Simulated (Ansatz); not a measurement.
A run of Ansatz (development build ahead of 0.2.0) on doublet C2H at this shape:

```yaml
atoms:
  - { symbol: H, position_ang: [0.0075, 0.0021, -1.5467] }
  - { symbol: C, position_ang: [0.0061, -0.0062, -0.4718] }
  - { symbol: C, position_ang: [-0.0032, 0.0034, 0.7267] }
```

Its results:

```json
{
  "Converged": "yes",
  "Reference energy": "-76.15661 hartree",
  "Correlation energy": "-0.19589 hartree",
  "Total energy": "-76.35250 hartree",
  "Spin squared of the determinant": "1.105"
}
```

(1) Which input gives this output? Name the method, the orbitals and the basis set, and write the input.

## Answers

(1) UHF-MP2 in cc-pVDZ.

```yaml
crystal:
  periodic: [false, false, false]
  atoms:
    - { symbol: H, position_ang: [0.00748, 0.00208, -1.54669] }
    - { symbol: C, position_ang: [0.00613, -0.00624, -0.47183] }
    - { symbol: C, position_ang: [-0.00323, 0.00345, 0.72669] }
basis:
  gaussian: { orbitals: cc-pVDZ }
magnetization:
  spin_polarized: true
  initial_magnetization: 1
hamiltonian:
  xc: hf
correlation:
  method: mp2
  frozen_orbitals: { C: 1, H: 0 }
```

Caution: the unrestricted determinant is spin contaminated.
